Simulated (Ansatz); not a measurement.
Run this with Ansatz 0.2.0 through its Python package and show what comes out.

Contents of `fhosi.xyz`:
```text
4

O    -0.58790    0.74980   -0.17120
Si    0.29300    0.04800    0.96960
F     0.90970   -1.22470    0.23460
H    -0.55930    0.36660   -1.05330
```

`run_adiabatic.py`:
```python
import itertools

import ansatz as az
from ase.data import atomic_numbers, covalent_radii
import numpy as np


def main() -> None:
    geometry = az.Crystal.molecule_from_extxyz("fhosi.xyz")

    job = geometry.calculation().basis(gaussian="cc-pVDZ").functional("r2scan")
    symbols = [site.symbol for site in geometry.cartesian_sites]
    start = np.array([site.position_ang for site in geometry.cartesian_sites], dtype=float)
    summary = job.relax(force_tolerance=0.01).run(threads=1).report
    end = np.array(summary["positions_ang"])

    minimum = az.Crystal.molecule()
    for symbol, place in zip(symbols, end):
        minimum = minimum.atom(symbol, place.tolist())
    ion = (
        minimum.calculation()
        .basis(gaussian="cc-pVDZ")
        .functional("r2scan")
        .charge(1)
        .spin("collinear", total=1)
    )
    vertical = ion.run(threads=1).report
    settled = ion.relax(force_tolerance=0.01, max_steps=80).run(threads=1).report
    print(f"vertical ionisation energy   {vertical['free_energy_ev'] - summary['free_energy_ev']:.3f} eV")
    print(f"adiabatic, no zero point     {settled['free_energy_ev'] - summary['free_energy_ev']:.3f} eV")
    print(f"relaxation energy of the ion {vertical['free_energy_ev'] - settled['free_energy_ev']:.3f} eV")
    ionised = np.array(settled["positions_ang"])
    radius = [covalent_radii[atomic_numbers[s]] for s in symbols]
    span = lambda where, i, j: np.linalg.norm(where[i] - where[j])
    bonded = [(i, j) for i, j in itertools.combinations(range(len(symbols)), 2) if min(span(end, i, j), span(ionised, i, j)) < 1.2 * (radius[i] + radius[j])]
    print("pair        before    after (A)")
    for i, j in bonded:
        print(f"{symbols[i]}{i}-{symbols[j]}{j}".ljust(10), f"{span(end, i, j):8.4f} {span(ionised, i, j):8.4f}")
    for first, second in list(itertools.combinations(bonded, 2)):
        shared = set(first) & set(second)
        if shared and symbols[(j := shared.pop())] != "H":
            i, k = sorted((set(first) | set(second)) - {j})
            u, v = ionised[i] - ionised[j], ionised[k] - ionised[j]
            angle = np.degrees(np.arccos(np.clip(u @ v / np.linalg.norm(u) / np.linalg.norm(v), -1, 1)))
            print(f"final angle {symbols[i]}{i}-{symbols[j]}{j}-{symbols[k]}{k}: {angle:.2f} deg")


if __name__ == "__main__":
    main()
```

```console
$ python run_adiabatic.py
vertical ionisation energy   10.286 eV
adiabatic, no zero point     9.804 eV
relaxation energy of the ion 0.482 eV
pair        before    after (A)
O0-Si1       1.6805   1.6013
O0-H3        0.9732   0.9809
Si1-F2       1.6716   1.6035
final angle Si1-O0-H3: 127.53 deg
final angle O0-Si1-F2: 124.30 deg
```

What to keep in mind:
- The settings weren't tested for convergence.
- The energies are electronic: no zero-point or thermal terms, and the basis set is short of its limit. The product may relax into another structure. The relaxation finds the nearest minimum, so the adiabatic value is an upper bound.
- Wall time of the script: 53 s on 1 thread of Arm Neoverse V1, with other jobs on the host, peak memory 0.24 GiB.

(Lines on the test bed's own set-up are left out of the output.)
